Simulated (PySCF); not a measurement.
Point-charge models of `N` (NH3) against its computed dipole.

Coordinates (GFN2-xTB, Å) and charges (e) from the PBE0/pcSseg-1 density (PySCF):

```json
{"atom": "N1", "x": "0.006", "y": "0.003", "z": "0.269", "Mulliken": "-0.4900", "IAO": "-0.7368", "Hirshfeld": "-0.3256", "ESP-fitted": "-1.0211"}
{"atom": "H2", "x": "0.925", "y": "-0.196", "z": "-0.107", "Mulliken": "+0.1633", "IAO": "+0.2456", "Hirshfeld": "+0.1085", "ESP-fitted": "+0.3389"}
{"atom": "H3", "x": "-0.630", "y": "-0.701", "z": "-0.086", "Mulliken": "+0.1634", "IAO": "+0.2456", "Hirshfeld": "+0.1085", "ESP-fitted": "+0.3409"}
{"atom": "H4", "x": "-0.289", "y": "0.899", "z": "-0.099", "Mulliken": "+0.1633", "IAO": "+0.2456", "Hirshfeld": "+0.1085", "ESP-fitted": "+0.3414"}
```

Task: Compute μ = Σ q r for each scheme (1 e·Å = 4.803 D) and compare with the dipole of the full density.

Result: The full density gives (-0.02, -0.01, -1.74) D, 1.74 D in size; dipole vectors point from the negative to the positive end.

```tsv
scheme	μx	μy	μz	size (D)	share of the full size (%)	angle to the full dipole (°)
Mulliken	-0.01	-0.01	-0.86	0.86	50	0
IAO	-0.01	-0.01	-1.30	1.30	75	0
Hirshfeld	-0.01	0.00	-0.57	0.57	33	0
ESP-fitted	-0.03	-0.01	-1.80	1.80	103	0
```

Task: Which set comes closest?

Result: Length of the difference vector: ESP-fitted 0.06 D, IAO 0.44 D, Mulliken 0.88 D, Hirshfeld 1.17 D. Closest: ESP-fitted. ESP charges are fitted to the potential around the molecule, whose slowest-falling term is the dipole's. The schemes that divide the density aren't constrained to reproduce the dipole.

Task: What is left for the Hirshfeld atoms' own dipoles?

Result: The shares of the density sum to the whole, so what Σ q r misses lies in dipoles about the nuclei. The atomic dipoles sum to (-0.02, -0.01, -1.74) − (-0.01, 0.00, -0.57) = (-0.01, -0.01, -1.17) D, 1.17 D in size.

Task: With the origin at the mean of the coordinates, (0.003, 0.001, -0.006) Å, which are the largest single terms, by size, of the Hirshfeld dipole along the direction of the full one?

Result: N1 +0.43, H2 +0.05, H4 +0.05, H3 +0.05 D; all 4 atoms together +0.57 D. The single terms depend on the origin, their sum doesn't.

Task: Give the size of the full dipole in other units.

Result: 1.74 D = 0.685 au = 0.362 e·Å = 5.81 × 10⁻³⁰ C·m.

Geometry: GFN2-xTB; no solvent, vibrations or thermal averaging.
